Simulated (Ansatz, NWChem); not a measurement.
**Worked example: the enthalpy of formation of C2H7N (ethanamine)**

C2H7N: 10 atoms, total charge 0, spin state singlet. As SMILES, `CCN`. The shape is that of a PBE0-D4/def2-TZVP optimisation. This is one conformer, not always the lowest.

Total energies at CCSD/cc-pVDZ, 3 core orbitals frozen (NWChem 7.3.0); the atoms run unrestricted:

```
species    state  energy (Eh)
  C2H7N  singlet  -134.774124
      C  triplet   -37.759451
      N  quartet   -54.477874
      H  doublet    -0.499278
```

Harmonic wavenumbers at PBE0-D4/def2-TZVP, in cm⁻¹: 252, 286, 401, 776, 852, 899, 1004, 1087, 1159, 1269, 1376, 1389, 1399, 1478, 1484, 1496, 1661, 3034, 3046, 3076, 3111, 3114, 3514, 3594.

Measured heats of formation of the gaseous atoms at 298.15 K, in kJ/mol: C 716.9, N 472.4, H 218.0. Take 1 Eh = 2625.50 kJ/mol, 1 cm⁻¹ = 0.0119627 kJ/mol, RT = 2.479 kJ/mol.

Question: What heat of formation follows?

Answer: 
1. Electronic atomisation energy: 2 × (-37.759451) + (-54.477874) + 7 × (-0.499278) − (-134.774124) = 1.282402 Eh = 3366.9 kJ/mol.
2. Zero-point energy: half the sum of the wavenumbers, 20378.5 cm⁻¹ = 243.8 kJ/mol.
3. Thermal vibrational enthalpy, Σ hcν̃/(exp(hcν̃/kT) − 1): 4.1 kJ/mol. Translation, rotation and pV of a non-linear molecule: 4 RT = 9.9 kJ/mol.
4. The 10 free atoms carry 5/2 RT each: 62.0 kJ/mol.
5. Atomisation enthalpy at 298 K: 3366.9 − 243.8 − 4.1 − 9.9 + 62.0 = 3171.1 kJ/mol.
6. Sum of the atoms' heats of formation: 3432.2 kJ/mol. Heat of formation: 3432.2 − 3171.1 = +261.1 kJ/mol.

The tabulated value is -47.5 kJ/mol (CRC Handbook of Chemistry and Physics), so this level is off by +308.6 kJ/mol, or 8.9 % of the atomisation enthalpy. Coupled cluster needs large bases for atomisation: in a finite one the molecule is underbound. A double-zeta basis underbinds. Anharmonicity and any spin-orbit splitting of the molecule are left out, and so is core correlation.
